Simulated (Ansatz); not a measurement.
How far each method lies from UCCSDTQ for HCCl⁺, doublet

Geometry: that of the HCCl, singlet, kept fixed.

```xyz
3

C     0.0000   -0.1595    1.2148
Cl    0.0000    0.0287   -0.4563
H     0.0000    0.8931    1.5728
```

Basis cc-pVDZ; Ansatz 0.2.0. Only valence electrons are correlated (noble-gas cores frozen), which leaves 11 electrons in 31 orbitals. Prefix R: restricted or restricted open-shell reference; prefix U: unrestricted. Active spaces: valence = (11e, 9o) chosen from the atoms' valence shells.

Full CI isn't at hand for all of this; UCCSDTQ serves as the reference, and is uncertain by about the last step of the cluster series. The frozen core follows each run's orbitals, which can shift R against U totals by a few meV.

For open shells CISD is restricted-active-space CI with the open shells as a complete middle space.

The UHF ⟨S²⟩ is 0.772, the T1 diagnostic (RCCSD) is 0.0507 and the largest doubles amplitude (RCCSD) is 0.088. The T1 diagnostic (UCCSD) is 0.0429.

```json
{"level": "RHF", "E − E(UCCSDTQ) (kcal/mol)": "175.53", "share of correlation (%)": "0.00", "wall time": "–"}
{"level": "UHF", "E − E(UCCSDTQ) (kcal/mol)": "172.94", "share of correlation (%)": "1.47", "wall time": "–"}
{"level": "RMP2", "E − E(UCCSDTQ) (kcal/mol)": "27.51", "share of correlation (%)": "84.33", "wall time": "–"}
{"level": "UMP2", "E − E(UCCSDTQ) (kcal/mol)": "27.01", "share of correlation (%)": "84.61", "wall time": "–"}
{"level": "CISD", "E − E(UCCSDTQ) (kcal/mol)": "22.17", "share of correlation (%)": "87.37", "wall time": "1.1 s"}
{"level": "RCCSD", "E − E(UCCSDTQ) (kcal/mol)": "9.14", "share of correlation (%)": "94.80", "wall time": "–"}
{"level": "UCCSD", "E − E(UCCSDTQ) (kcal/mol)": "9.10", "share of correlation (%)": "94.82", "wall time": "–"}
{"level": "RCCSD(T)", "E − E(UCCSDTQ) (kcal/mol)": "1.40", "share of correlation (%)": "99.20", "wall time": "1.7 s"}
{"level": "UCCSD(T)", "E − E(UCCSDTQ) (kcal/mol)": "1.49", "share of correlation (%)": "99.15", "wall time": "2.2 s"}
{"level": "BCCD(T)", "E − E(UCCSDTQ) (kcal/mol)": "1.46", "share of correlation (%)": "99.17", "wall time": "2 s"}
{"level": "RCCSDT", "E − E(UCCSDTQ) (kcal/mol)": "0.36", "share of correlation (%)": "99.79", "wall time": "–"}
{"level": "UCCSDT", "E − E(UCCSDTQ) (kcal/mol)": "0.37", "share of correlation (%)": "99.79", "wall time": "–"}
{"level": "RCCSDT(Q)", "E − E(UCCSDTQ) (kcal/mol)": "0.16", "share of correlation (%)": "99.91", "wall time": "15 s"}
{"level": "UCCSDT(Q)", "E − E(UCCSDTQ) (kcal/mol)": "-0.29", "share of correlation (%)": "100.16", "wall time": "13 s"}
{"level": "RCCSDTQ", "E − E(UCCSDTQ) (kcal/mol)": "0.00", "share of correlation (%)": "100.00", "wall time": "53 s (H100)"}
{"level": "CASSCF (valence space)", "E − E(UCCSDTQ) (kcal/mol)": "118.07", "share of correlation (%)": "32.73", "wall time": "–"}
{"level": "NEVPT2 (valence space)", "E − E(UCCSDTQ) (kcal/mol)": "25.05", "share of correlation (%)": "85.73", "wall time": "2.1 s"}
{"level": "MRCISD (valence space)", "E − E(UCCSDTQ) (kcal/mol)": "8.16", "share of correlation (%)": "95.35", "wall time": "–"}
{"level": "MRCISD+Q (valence space)", "E − E(UCCSDTQ) (kcal/mol)": "0.66", "share of correlation (%)": "99.63", "wall time": "3.7 s"}
{"level": "MRCISD+Q(relaxed) (valence space)", "E − E(UCCSDTQ) (kcal/mol)": "-0.04", "share of correlation (%)": "100.02", "wall time": "5 s"}
```

The correlation energy at UCCSDTQ, counted from RHF, is -7.612 eV. That run took 49 s on 2 threads of AMD EPYC 7R13 with a shared H100 80 GB, shared host.

Times hold each run's SCF and search for its determinant on a shared host, so for small cases they say little of a method's own cost; rows without a card ran on 1 thread of AMD EPYC 7R13.

Natural occupations of CASSCF (valence space) about the gap: 1.982 1.971 1.959 1.932 1.017 0.078 0.042 0.020; effectively unpaired electrons, Σ n²(2−n)², 1.06.
